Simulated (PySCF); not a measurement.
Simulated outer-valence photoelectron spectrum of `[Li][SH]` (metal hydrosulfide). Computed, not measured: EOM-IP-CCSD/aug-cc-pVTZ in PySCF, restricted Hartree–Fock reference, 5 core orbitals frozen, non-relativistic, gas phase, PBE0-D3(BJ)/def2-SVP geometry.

Each root has a Gaussian of 0.6 eV full width with its one-hole share as area; cross sections and vibrations are left out, and the highest printed point is 100.

(ionisation energy (eV), intensity): (7.3, 0), (7.4, 1), (7.5, 4), (7.6, 10), (7.7, 21), (7.8, 39), (7.9, 61), (8.0, 83), (8.1, 97), (8.2, 99), (8.3, 92), (8.4, 83), (8.5, 81), (8.6, 86), (8.7, 96), (8.8, 100), (8.9, 93), (9.0, 75), (9.1, 53), (9.2, 32), (9.3, 16), (9.4, 7), (9.5, 3), (9.6, 1), (9.7, 0), (9.8, 0), (9.9, 0), (10.0, 0), (10.1, 0), (10.2, 0), (10.3, 0), (10.4, 0), (10.5, 0), (10.6, 0), (10.7, 0), (10.8, 0), (10.9, 0), (11.0, 0), (11.1, 0), (11.2, 0), (11.3, 1), (11.4, 2), (11.5, 6), (11.6, 14), (11.7, 27), (11.8, 47), (11.9, 70), (12.0, 88), (12.1, 96), (12.2, 89), (12.3, 71), (12.4, 49), (12.5, 29), (12.6, 14), (12.7, 6), (12.8, 2), (12.9, 1), (13.0, 0)

Where are the maxima, and how many lines lie under the curve?

3 maxima, at 8.2, 8.8 and 12.1 eV, from 3 lines.

List the lines with their holes.

| E (eV) | leading hole (HF orbital) | area | Koopmans (eV) |
| --- | --- | --- | --- |
| 8.14 | HOMO | 0.95 | 8.29 |
| 8.82 | HOMO-1 | 0.95 | 9.05 |
| 12.10 | HOMO-2 | 0.95 | 12.56 |

The widest gap, 3.28 eV, lies between 8.82 and 12.10 eV. Only orbitals with −ε under 21 eV, eight at most, were ionised, so the high end of the curve may lack lines.
